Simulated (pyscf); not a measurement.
This saddle point was located with ωB97X-D3(BJ)/def2-SVP in PySCF.

```xyz
11

Si    -1.8618     0.2281     0.4719
O     -0.6774    -0.6247    -0.3598
Si     0.9261    -0.4395    -0.7579
H     -2.5697     0.4604     1.9908
H     -2.9405    -0.7642     0.2646
H     -1.0288     1.4011     0.8543
H      1.7323    -1.5025    -0.0952
H      1.0857    -0.5516    -2.2342
H      1.4267     0.8969    -0.3136
H     -3.0909     1.3787     0.3082
H     -3.0833     1.0968     1.3256
```

Surface: singlet, charge 0. Lowest wavenumbers (cm⁻¹): 1467i, 70, 135, 140, 290.

What reaction is this the transition state of?

H₃Si–O–SiH₃ + H₂ <-> H₃Si–O–SiH₃ + H₂, a four-centre exchange read from left to right: H–Si, H–H broken and H–Si, H–H formed. At ωB97M-D3(BJ)/def2-TZVP it lies +240.0 kJ/mol from the left side and +240.0 kJ/mol from the right (each side as separated species at their lowest minima found). At the saddle there is also a short H–Si contact that neither side keeps. This is the saddle that the search found; another between the same sides may lie lower.
